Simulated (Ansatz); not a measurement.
## Property card for Sn4Pd

Computed with DFT r2SCAN, scalar-relativistic, plane waves, PAW (Ansatz 0.2.0).

Settings: cutoff 500 eV, Γ-centred mesh 6×6×6 on the computed 10-atom cell, Gaussian smearing of 0.10 eV; no spin polarisation.

The structure is relaxed at this level of theory with its symmetry kept. Whether it is the stable form of this composition wasn't checked.

```cif
data_structure
_symmetry_space_group_name_H-M 'Ccce:1'
_symmetry_Int_Tables_number 68
_cell_length_a 6.4768
_cell_length_b 11.5969
_cell_length_c 6.4332
_cell_angle_alpha 90.000
_cell_angle_beta 90.000
_cell_angle_gamma 90.000
_cell_volume 483.20
loop_
_atom_site_label
_atom_site_type_symbol
_atom_site_symmetry_multiplicity
_atom_site_Wyckoff_symbol
_atom_site_fract_x
_atom_site_fract_y
_atom_site_fract_z
_atom_site_occupancy
Sn1 Sn 16 i 0.17178 0.12595 0.83000 1
Pd1 Pd 4 b 0.50000 0.00000 0.00000 1
```

- Space group: Ccce (No. 68)
- Volume per atom: 24.16 Å³
- Formation energy from the elements' standard states (uncorrected): -0.150 eV/atom
- Generalised Kohn–Sham band gap: none (metal)
- Density of states at the Fermi level: 3.10 states/eV per cell
- Löwdin character within 0.5 eV of the Fermi level: Sn 5p 70 %, Sn 5s 17 %, Pd 4d 9 %
- Bader charges (e): Sn (8 in the cell) 0.21, Pd (2 in the cell) -0.83

Cost: 1 run of about 26 core-minutes, on Arm Neoverse V1 (shared hosts).